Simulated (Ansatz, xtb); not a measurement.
Barrier height from O + ClH to the transition structure ClHO, without zero-point energy, on the benchmark's geometries as Psi4's copy of the set gives them.
Transition structure (charge 0, multiplicity 3):
```xyz
3

Cl     0.0188    -0.8173     0.0000
H     -0.4705     0.5695     0.0000
O      0.0188     1.6656     0.0000
```
Reactant (charge 0, multiplicity 1):
```xyz
2

Cl     0.000     0.000     0.000
H      1.274     0.000     0.000
```

Open shells are unrestricted; no spin–orbit coupling.

Codes used: Ansatz (a program for electronic structure); xtb for the GFN methods. Values without a source in brackets are computed. The GFN methods have no spin term and hold the electronic entropy of 300 K.

Problem. Give the barrier height at the level CAM-B3LYP/def2-TZVPPD.

Solution. 4.6 kcal/mol

Problem. Predict the barrier height from GFN1-xTB.

Solution. -64.2 kcal/mol

Problem. Predict the barrier height from PBE0/def2-TZVPPD.

Solution. 2.7 kcal/mol
